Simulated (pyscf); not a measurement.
Structures and frequencies: ωB97X-D3(BJ)/def2-SVP in PySCF.

Problem. For the elementary gas-phase step H₃C–SnH₃ + H₂ -> H₃C–SnH: [singlet] + H₂ + H₂ (singlet surface; H–Sn, H–Sn, H–H broken, H–H, H–H formed), what barrier and reaction energy does ωB97M-D3(BJ)/def2-TZVP give, measured from the separated reactants?

Solution. ΔE‡ = 2.77 eV, ΔE = +0.96 eV. Zero-point energy shifts the barrier by +0.01 eV. It is a multi-bond step, with an imaginary mode of 1916i cm⁻¹. One saddle was located; it need not be the lowest between these sides. Elements past Kr carry the def2 core potentials, without spin-orbit coupling.
